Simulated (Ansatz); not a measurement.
A nudged elastic band was laid between two geometries of C$_{3}$H$_{9}$NO (14 atoms, charge 0, multiplicity 1).

The calculation used RKS PBE/def2-mTZVP (Ansatz).

```yaml
movable_images: 5
climbing_image: yes
spring: 5.0 eV/Å²
optimiser: quadratic models (default)
start_path: IDPP
force_threshold: 0.03 eV/Å
iteration_limit: 60
end_points: relaxed
```

Initial state:

```xyz
14
Properties=species:S:1:pos:R:3
C -1.188 1.327 0.769
O 0.126 1.222 0.234
C 0.770 -0.017 0.552
C 0.308 -1.180 -0.332
N 0.480 -0.978 -1.773
H -1.185 1.204 1.869
H -1.551 2.335 0.526
H -1.889 0.590 0.338
H 0.624 -0.260 1.626
H 1.846 0.165 0.390
H -0.756 -1.398 -0.141
H 0.859 -2.087 -0.030
H 1.480 -0.880 -1.982
H 0.063 -0.072 -2.018
```

Final state:

```xyz
14
Properties=species:S:1:pos:R:3
C -1.336 0.965 1.359
O -0.542 1.422 0.272
C 0.519 0.531 -0.073
C 0.082 -0.701 -0.880
N 1.184 -1.561 -1.324
H -0.716 0.758 2.253
H -2.043 1.770 1.598
H -1.913 0.054 1.117
H 1.064 0.208 0.839
H 1.220 1.127 -0.682
H -0.479 -0.362 -1.765
H -0.611 -1.322 -0.289
H 1.710 -1.903 -0.513
H 1.848 -1.014 -1.883
```

**Question.** What changes between the two ends?

**Answer.** No bond is made or broken. The dihedral H9–C3–C4–H11 goes from 59 to 179°.

**Question.** What energy profile does the band end with?

**Answer.** The run converged. The highest image is number 3 of 0 to 6, 16.6 kJ/mol above the first end and 11.2 kJ/mol above the last; the last end lies 5.4 kJ/mol above the first. A vibrational analysis at the climbing image gives one clearly imaginary mode, 115i cm⁻¹: a first-order saddle point.

```
image  path coordinate (Å)  energy (kJ/mol)  dihedral H9–C3–C4–H11 (°)
    0                 0.00              0.0                         59
    1                 0.92              3.6                         76
    2                 1.84             12.1                         97
    3                 2.77             16.6                        121
    4                 3.61             13.4                        143
    5                 4.46              7.8                        162
    6                 5.30              5.4                        179
```

**Question.** What is the geometry of the highest image?

**Answer.** 
```xyz
14
Properties=species:S:1:pos:R:3
C -1.336 1.101 1.233
O -0.280 1.363 0.320
C 0.661 0.289 0.241
C 0.174 -0.923 -0.598
N 0.953 -1.253 -1.797
H -0.949 0.905 2.253
H -1.971 1.997 1.260
H -1.960 0.239 0.928
H 0.952 -0.024 1.266
H 1.553 0.721 -0.240
H -0.860 -0.714 -0.919
H 0.128 -1.831 0.025
H 1.920 -1.470 -1.534
H 1.003 -0.430 -2.408
```

**Question.** What are the harmonic wavenumbers there?

**Answer.** 115i, 129, 198, 299, 337, 400, 456, 770, 857, 907, 947, 1009, 1075, 1121, 1139, 1161, 1194, 1285, 1322, 1365, 1373, 1433, 1440, 1454, 1458, 1475, 1657, 2882, 2897, 2940, 2964, 2988, 3004, 3044, 3375, 3457 cm⁻¹.

Run time: 80 s on 2 threads of Arm Neoverse V1, with other jobs on the host, peak memory 0.16 GiB.
